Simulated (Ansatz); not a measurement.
Saddle point of CH₅BO, closed shell (CH₅BO ([BH2][O][CH3]) → CH₃BO ([BH]1[CH2][O]1) + H₂; bonds formed: B1–C4, H2–H5; bonds broken: B1–H2, C4–H5), PBE0-D4/def2-TZVP structure:

B1  (-0.226, -0.664, 0.270)
H2  (-0.779, -0.251, 1.379)
O3  (1.169, -0.374, 0.259)
C4  (0.472, 0.531, -0.535)
H5  (-0.853, 0.397, 0.635)
H6  (-0.834, -1.582, -0.172)
H7  (0.506, 0.368, -1.611)
H8  (0.545, 1.573, -0.225)
(Å)

Energies are electronic, without zero-point energy. Barriers and step energies count from the start structure reached by relaxing down the imaginary mode; all methods use the PBE0-D4 structures, on which another method's saddle can fall below an end. Computed with Ansatz 0.2.0 (basis: def2-TZVPP, with def2-QZVPP for the basis limit); correlated methods freeze the cores. B3LYP uses VWN-RPA correlation. Extrapolation: Hartree–Fock as exp(−7.88 √X), correlation as X^−2.97.

```csv
method,barrier (kcal/mol),step energy (kcal/mol)
SPW92,45.14,44.23
PBE-D4,?,39.15
BLYP-D4,58.91,39.70
r2SCAN-D4,54.67,41.01
B97M-V,56.54,40.82
PBE0-D4,55.51,42.79
B3LYP-D4,62.18,42.89
r2SCAN0-D4,58.19,43.74
BHLYP-D4,68.91,47.28
CAM-B3LYP-D4,63.67,44.62
wB97X-V,61.51,42.83
wB97M-V,60.57,41.95
B2PLYP,62.78,42.56
PBE-QIDH,59.60,44.14
RPA on PBE,?,41.38
HF,?,49.84
MP2,59.97,41.42
CCSD,65.71,44.15
CCSD(T),62.62,42.62
```

(1) Fill in the withheld barriers. (Judge from chemistry; the value comes from the calculation.)

No T1 diagnostic of these runs exceeds 0.017.

Results:

(1) The calculation gives: RPA on PBE 63.14; HF 83.06; PBE-D4 50.55 kcal/mol. Each is the energy of the saddle less that of the start structure, by the same method.

For comparison, the barrier by CCSD(T) at an estimated basis limit (MP2 extrapolated from triple and quadruple zeta, plus CCSD(T) − MP2 in triple zeta) is 62.25 kcal/mol.

Labels in which every atom is bracketed show which atoms are joined, not bond orders.

For scale, one of the runs: CCSD(T)/def2-TZVPP, 163 basis functions, launched by `ansatz run in.yaml --threads 2 --pin off --events-out ev --progress --plain --max-ram 4352MiB`. Time: 23 s of wall clock on 2 CPU threads of an Arm Neoverse V1; the host was shared. Peak host memory: 1.3 GiB.
